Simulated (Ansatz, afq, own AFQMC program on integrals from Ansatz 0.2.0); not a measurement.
**H$_{2}$O$_{2}$, triplet: AFQMC among the cluster methods**

```xyz
4

O    -1.0764   -0.0275    0.0000
H    -1.3257    0.8991    0.0000
H     0.0846   -0.0275    0.0000
O     1.1546   -0.0275    0.0000
```

Connectivity, by distances: OH ··· O, 1 bridging H.

Basis cc-pVTZ. Noble-gas cores (and the filled d shells of Ga–Kr and In–Xe) are frozen. AFQMC by an in-house program on the Cholesky factors that Ansatz 0.2.0 writes for its CCSD(T) run. ph-AFQMC/CISD is guided by a CISD state made of CCSD amplitudes; releasing the constraint for a short imaginary time cuts its bias at the price of noise, slowly where states lie close. Uncertainties: one standard error, sampling alone.

Determinant: UHF, the one that the program's search chose, which needn't be the lowest solution. The geometry is a point of a scan.

No full CI on the walks' own integrals is used here. The released AFQMC energy serves as the reference, which it does only where one determinant dominates, the energy is flat over the last release times and near the phaseless one (40 meV or 2 meV an electron, half that with transition metals). On small molecules, where full CI could be run and the noise was under 10 meV, such values lay within 10 meV of it in 19 cases of 20, a flattering rate, since the rule was set on those same cases; what remains of the bias isn't in the error bar.

Cautions: lower spins were not checked; the released value is read at 1.62 1/Eh with a noise of 14 meV, more than in the cases checked, later times being too noisy (meV from the phaseless value at times in 1/Eh: -25 ± 9 at 0.24, -62 ± 21 at 0.51, -48 ± 10 at 0.99, -40 ± 14 at 1.62, -173 ± 127 at 2.40).

* T1 diagnostic: 0.0240
* weight of the determinant in the CISD state: 0.881
* ⟨S²⟩ of the determinant: 2.049
* size of the correlated space: 14 electrons in 86 orbitals

```tsv
level	correlation energy (eV)
MP2	-11.5804
CCSD	-12.2988
CCSD(T)	-12.6865
```

**Question.** Estimate where AFQMC with the constraint released lies against CCSD(T) on the same integrals.

**Answer.** 1.76 ± 0.52 mEh below CCSD(T).

Reference: AFQMC with the constraint released, correlation energy -12.734 ± 0.014 eV.

| level | E − E(reference) (mEh) | share of correlation (%) |
| --- | --- | --- |
| CCSD(T) | 1.76 ± 0.52 | 99.62 |
| ph-AFQMC/HF | 5.42 ± 1.21 | 98.84 |
| ph-AFQMC/CISD | 1.46 ± 0.61 | 99.69 |

A walk keeps the symmetry of its determinant, which the program's search chose and which needn't be the lowest solution, so a lower state of the same spin and another symmetry isn't excluded. Released energies are given only where the last usable release times agree within the noise; a slower fall can still hide under it.
